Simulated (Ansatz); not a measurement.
Reactions of `O=C=C(O)Cl`.

Calculated with Ansatz (gas phase, PBE0-D4/def2-TZVP geometries, no zero-point term in ΔE). CBS: MP2 limit from def2 TZ/QZ plus the TZ coupled-cluster correction, frozen cores. This one scheme is used for every species, atoms too. Functionals use def2-TZVPP. Open shells (•) are unrestricted, without spin–orbit coupling. Spin–orbit coupling would lower the free atoms: a little for C, Cl, O. Each species was taken in one conformer, which may not be the lowest.

| reaction | LDA (SPW92) (kJ/mol) | CCSD(T)/CBS(def2) (kJ/mol) |
| --- | --- | --- |
| `O=C=C(O)Cl` + CH₄ → `CC(Cl)=C=O` + H₂O | -51 | -73 |
| `O=C=C(O)Cl` + H₂O → `O=C=C(O)O` + HCl | -1 | 10 |
| `O=C=C(O)Cl` + H–F → `O=C=C(O)F` + HCl | 24 | 36 |
| `O=C=C(O)Cl` → 2 C• + Cl• + H• + 2 O• | 3078 | 2481 |

Largest T1 diagnostic: 0.016, for `O=C=C(O)O`.
